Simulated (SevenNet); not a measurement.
# Fluorite SrCl2

Method: the machine-learned potential SevenNet-l3i5 (trained on PBE and PBE+U data).

Cell: relaxed at this level.

```json
{
 "lattice_constant_a": "7.045 Å",
 "volume_per_atom": "29.13 Å³/atom",
 "bulk_modulus": "33.6 GPa"
}
```

Measured, for comparison: lattice constant a 6.974 Å, equilibrium volume per atom 28.27 Å³/atom (room temperature, no zero-point or thermal correction; as tabulated in Kanchana et al., Calculated structural, elastic and electronic properties of …); bulk modulus 34.3 GPa (temperature not stated, no zero-point or thermal correction, from elastic constants; as tabulated in Kanchana et al., Calculated structural, elastic and electronic properties of …). Computed (rounded) less measured: lattice constant a +1.0 %, equilibrium volume per atom +3.0 %, bulk modulus -2 % (against room or unstated temperature, where such soft solids are markedly softer).

A machine-learned potential is trained on density-functional data: it inherits that level's misses and adds fitting errors of its own.
